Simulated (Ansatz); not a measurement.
We consider antifluorite Mg₂Ge, described by PBEsol-D3(BJ) in Ansatz (PAW).

From the output:

```
Crystal: 3 atoms, lattice volume = 63.140 Å³
Basis set: ecut = 520 eV, 1687 PW (Γ), exchange–correlation on 72×72×72 points (8 copies of the dense FFT grid, shifted against one another)
Bands: 21, of which v1, the nominal top of the filled ones, is band 17 counted from 1 (16 counted from 0)
Symmetry: 48 space group operations
Space group: Fm-3m (ITA 225), of the structure as read, at distance tolerance 4.0e-5 Å
k-points: 47 of 1000
Functional: x = pbesol(κ = 0.804, μ = 0.12345679012345678), c = pbesol(β = 0.046)
SCF iter   1: F=—  HF=-8079.326057 eV  |F-HF|=—  |Δ(HF+E_count)|=         —  Δρ=5.54e-3  dr2=4.28e-2
SCF iter   2: F=—  HF=-8079.314138 eV  |F-HF|=—  |Δ(HF+E_count)|=   1.19e-2  Δρ=1.86e-3  dr2=1.88e-3
  ...
SCF iter   6: F=—  HF=-8079.313642 eV  |F-HF|=—  |Δ(HF+E_count)|=   6.36e-7  Δρ=4.57e-6  dr2=8.31e-9
SCF iter   7: F=-8079.313642 eV  HF=-8079.313642 eV  |F-HF|=9.64e-11  |Δ(HF+E_count)|=   4.94e-9  Δρ=4.26e-7  dr2=7.32e-11
SCF 1 converged in 7 iterations: F = -8079.313642 eV  dr2 = 7.32e-11
SCF converged after 7 iterations
Free energy (F): -8079.313642 eV
Internal energy: -8079.313621 eV  (E = F + TS)
E sigma→0 (E₀):  -8079.313631 eV
Fermi energy:    7.125500 eV
--- Stress (GPa, compression-positive) ---
       -1.096339       0.000000       0.000000
        0.000000      -1.096339      -0.000000
       -0.000000      -0.000000      -1.096339
  P = ⅓ Tr σ = -1.0963 GPa (-10.963 kbar)
```

Write an input file that could have produced this run (the log leaves some choices open).

One answer among several that fit: 
Ansatz 0.2 input:
```yaml
crystal:
  lattice:
    - [0.0, 3.1605112482, 3.1605112482]
    - [3.1605112482, 0.0, 3.1605112482]
    - [3.1605112482, 3.1605112482, 0.0]
  atoms:
    - { symbol: Mg, position: [0.25, 0.25, 0.25] }
    - { symbol: Mg, position: [0.75, 0.75, 0.75] }
    - { symbol: Ge, position: [0.0, 0.0, 0.0] }
basis:
  ecutwfc: 520
  ecutrho_ratio: 4
  xc_grid: 2
kpoints:
  mp_grid: { grid: [10, 10, 10] }
hamiltonian:
  xc: pbesol
  dispersion: d3bj
  pseudopotentials: { kind: paw }
scf:
  occupations: { method: fermi_dirac, width: 0.01 }
  convergence: { dr2_threshold: 0.0000000003 }
output:
  forces: true
  stress: true
  eigenvalues: true
```

The cell is one volume of an energy–volume scan, off the minimum.

The PAW data were made under PBE.

Computing time: roughly 5 core-seconds.

Ansatz is a first-principles code.
